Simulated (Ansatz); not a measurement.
Below is the output of a Python script on Ansatz 0.2.0 through its Python package that makes a ladder of basis sets of H6Si2, SMILES [SiH3][SiH3]. Write a script that gives it. Level of theory (for the species named): MP2, cc-pVDZ basis, multiplicity 1. The script varies basis: cc-pVDZ, cc-pVTZ.

| atom | x (Å) | y (Å) | z (Å) |
| --- | --- | --- | --- |
| Si | -0.3054 | 0.4450 | -0.9708 |
| Si | 0.3349 | -0.5051 | 0.9748 |
| H | 0.7807 | 0.9443 | -1.8016 |
| H | -1.0691 | -0.4536 | -1.8123 |
| H | -1.2073 | 1.6681 | -0.7190 |
| H | 1.1277 | 0.4678 | 1.8005 |
| H | 1.2208 | -1.6855 | 0.6984 |
| H | -0.7902 | -0.9380 | 1.7742 |

```console
$ python basis.py
cc-pVDZ          66 orbitals  reference    -581.332454 Ha  total    -581.547386 Ha
cc-pVTZ         152 orbitals  reference    -581.364733 Ha  total    -581.630102 Ha
correlation energy: -0.214933 and -0.265368 Ha, extrapolated -0.286604 Ha
share caught by the larger set: 92.6 %
```

The script that was run (others could print the same):

`basis.py`
```python
"""Basis-set convergence for H6Si2."""

import ansatz as az

LEVEL = "mp2"


def main() -> None:
    molecule = (
        az.Crystal.molecule()
        .atom("Si", (-0.3054, 0.445, -0.9708))
        .atom("Si", (0.3349, -0.5051, 0.9748))
        .atom("H", (0.7807, 0.9443, -1.8016))
        .atom("H", (-1.0691, -0.4536, -1.8123))
        .atom("H", (-1.2073, 1.6681, -0.719))
        .atom("H", (1.1277, 0.4678, 1.8005))
        .atom("H", (1.2208, -1.6855, 0.6984))
        .atom("H", (-0.7902, -0.938, 1.7742))
    )

    model = (
        molecule.calculation()
        .correlation(LEVEL, electrons="valence")
    )

    energies = {}
    for basis in ["cc-pVDZ", "cc-pVTZ"]:
        report = model.basis(gaussian=basis).run(threads=1).report
        size = report["n_frozen"] + report["n_occupied"][0] + report["n_virtual"][0]
        energies[basis] = (report["reference_energy_ev"] / 27.211386246, report["free_energy_ev"] / 27.211386246)
        print(f"{basis:14s} {size:4d} orbitals  reference {energies[basis][0]:14.6f} Ha  total {energies[basis][1]:14.6f} Ha")

    # two-point extrapolation: the basis-set error of the correlation energy falls as X^-3
    small, large = (energies[b][1] - energies[b][0] for b in ("cc-pVDZ", "cc-pVTZ"))
    limit = (3 ** 3 * large - 2 ** 3 * small) / (3 ** 3 - 2 ** 3)
    print(f"correlation energy: {small:.6f} and {large:.6f} Ha, extrapolated {limit:.6f} Ha")
    print(f"share caught by the larger set: {100 * large / limit:.1f} %")


if __name__ == "__main__":
    main()
```

Against cc-pVDZ: cc-pVTZ -82.7 mHa. The last step alone is -82.72 mHa.

The settings weren't tested for convergence. The geometry is a force-field or estimated start, not a minimum of this method, and the last set is no limit. Much of the fall in a total is atomic energy, which cancels in bond and reaction energies. Inner cores stay frozen, so this is valence correlation. For Al to Cl the sets with a tight d function, cc-pV(X+d)Z, are usual. An extrapolation from small basis sets is rough. Timing: 2.4 s on 1 thread of Arm Neoverse V2 (shared host), peak memory 0.28 GiB.
